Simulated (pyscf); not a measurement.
Structures and frequencies: ωB97X-D3(BJ)/def2-SVP in PySCF.

Question: H₃C–Br (SMILES CBr) + F–C:–F (SMILES F[C]F) [singlet] → F–CH(F)–CH₂–Br (SMILES FC(F)CBr)
Surface: singlet. Broken: C–H. Formed: C–C, C–H. Give ΔE‡ and ΔE from ωB97M-D3(BJ)/def2-TZVP, relative to the separated reactants.

Answer: ΔE‡ = 1.66 eV, ΔE = -2.46 eV. Zero-point energy shifts the barrier by +0.01 eV. It is an insertion, with an imaginary mode of 1415i cm⁻¹. One saddle was located; it need not be the lowest between these sides. Elements up to Kr have no core potential and no relativistic terms here.
